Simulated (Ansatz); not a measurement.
System: pyrazine, C4H4N2, charge 0, multiplicity 1. SMILES: c1cnccn1
Geometry: optimised at B3LYP-D3(BJ)/def2-TZVP (Ansatz, a program for electronic structure).

Parts of the frozen-core correlation energy in 6-31G (Ansatz, hartree). Frozen orbitals: 6; correlated occupied orbitals by spin: 15 and 15; virtual: 41 and 41. Spin-orbit coupling is left out. Non-relativistic. The restricted reference is unstable.

```
term                            value
-------------------------  ----------
reference (HF)             -262.55585
MP2 opposite-spin                   …
MP2 same-spin                       …
CCSD correlation                    …
(T)                          -0.02326
T1 diagnostic                   0.011
largest doubles amplitude       0.111
```

**Question.** Fill in the missing entries.

**Answer.** 
- MP2 opposite-spin, value: -0.41188
- MP2 same-spin, value: -0.14703
- CCSD correlation, value: -0.58769
